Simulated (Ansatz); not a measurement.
# SiN⁺, triplet: vertical spin and charge gaps

Geometry (PBE0/def2-TZVP stationary point for this spin):

```json
{"atom": "Si", "x (Å)": "0.0000", "y (Å)": "0.0000", "z (Å)": "0.0000"}
{"atom": "N", "x (Å)": "0.0000", "y (Å)": "0.0000", "z (Å)": "1.7854"}
```

Basis cc-pVTZ; Ansatz 0.2.0. Only valence electrons are correlated (noble-gas cores frozen). Prefix R: restricted or restricted open-shell reference; prefix U: unrestricted. Active spaces: valence = (8e, 8o) chosen from the atoms' valence shells.

Gaps are energies of the second state less the first, at fixed atoms, for a selection of the levels run; each method lands on the state that its own search finds for that charge and spin.

For open shells CISD is restricted-active-space CI with the open shells as a complete middle space.

Quintet less triplet: 2.693 eV at UCCSDT(Q).

```csv
level,gap (eV),error (meV)
RHF,2.081,-612
UHF,1.919,-774
RMP2,2.751,58
UMP2,2.675,-18
CISD,2.520,-173
RCCSD,2.674,-19
UCCSD,2.669,-24
RCCSD(T),2.699,6
UCCSD(T),2.694,1
BCCD(T),2.696,3
RCCSDT,2.694,1
UCCSDT,2.691,-2
RCCSDT(Q),2.695,2
CASSCF (valence space),2.573,-120
NEVPT2 (valence space),2.703,10
MRCISD (valence space),2.704,11
MRCISD+Q (valence space),2.685,-8
PBE,2.734,41
revPBE,2.695,2
r2SCAN,2.484,-209
PBE0,2.644,-49
B3LYP,2.834,141
wB97M-V,3.039,346
B2PLYP,2.793,100
RPA-PBE,2.767,74
```

Full CI isn't at hand for all of this; UCCSDT(Q) serves as the reference, and is uncertain by about the last step of the cluster series. The frozen core follows each run's orbitals, which can shift R against U totals by a few meV.
